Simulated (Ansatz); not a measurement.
Relaxation of C$_{2}$H$_{7}$Al (10 atoms, charge 0, multiplicity 1), to a largest force component of 0.03 eV/Å in at most 50 steps.

Level of theory: Ansatz 0.2.0, RKS PBE0-D4/def2-SVPD.

```xyz
10
Properties=species:S:1:pos:R:3:forces:R:3
Al -0.874 -0.581 -0.310 0.01 0.07 -0.04
H 1.174 0.174 1.379 0.10 -0.04 -0.07
C 2.063 -0.142 0.799 -0.08 0.03 0.06
H 2.292 -1.176 1.095 -0.01 0.01 -0.01
H 1.792 -0.145 -0.271 0.00 -0.01 0.03
C 3.233 0.796 1.046 -0.01 0.03 0.01
H 4.117 0.490 0.469 -0.02 0.01 0.01
H 2.985 1.828 0.756 0.02 -0.04 0.01
H 3.518 0.806 2.109 -0.01 0.00 -0.04
H -0.507 0.899 -1.006 -0.01 -0.06 0.04
```

Problem. Where does it end, and by what steps?

Solution. The run converged. The force dipped under the threshold on the way, but the program's further checks kept it going. After 9 steps the energy has fallen by 0.018 eV; H10 moved furthest, 0.78 Å.

```json
{"step": "0", "energy less start (eV)": "0.0000", "largest force component (eV/Å)": "0.103", "accepted": "yes"}
{"step": "1", "energy less start (eV)": "-0.0012", "largest force component (eV/Å)": "0.029", "accepted": "yes"}
{"step": "2", "energy less start (eV)": "-0.0027", "largest force component (eV/Å)": "0.075", "accepted": "yes"}
{"step": "3", "energy less start (eV)": "-0.0054", "largest force component (eV/Å)": "0.216", "accepted": "yes"}
{"step": "4", "energy less start (eV)": "-0.0080", "largest force component (eV/Å)": "0.219", "accepted": "yes"}
{"step": "5", "energy less start (eV)": "-0.0114", "largest force component (eV/Å)": "0.163", "accepted": "yes"}
{"step": "6", "energy less start (eV)": "-0.0146", "largest force component (eV/Å)": "0.165", "accepted": "yes"}
{"step": "7", "energy less start (eV)": "-0.0153", "largest force component (eV/Å)": "0.146", "accepted": "yes"}
{"step": "8", "energy less start (eV)": "-0.0167", "largest force component (eV/Å)": "0.128", "accepted": "yes"}
{"step": "9", "energy less start (eV)": "-0.0184", "largest force component (eV/Å)": "0.020", "accepted": "yes"}
```

```xyz
10
Properties=species:S:1:pos:R:3
Al -0.716 -0.176 -0.486
H 1.167 -0.199 1.394
C 2.113 -0.378 0.854
H 2.565 -1.274 1.304
H 1.874 -0.639 -0.192
C 3.026 0.832 0.928
H 3.973 0.647 0.400
H 2.549 1.708 0.470
H 3.270 1.085 1.969
H -0.029 1.343 -0.576
```

Whether the end is a true minimum wasn't checked by a vibrational analysis.

The run took 14 s on 4 threads of Intel(R) Xeon(R) Platinum 8259CL CPU @ 2.50GHz (Skylake/Cascade Lake), on a shared host, peak memory 0.24 GiB.
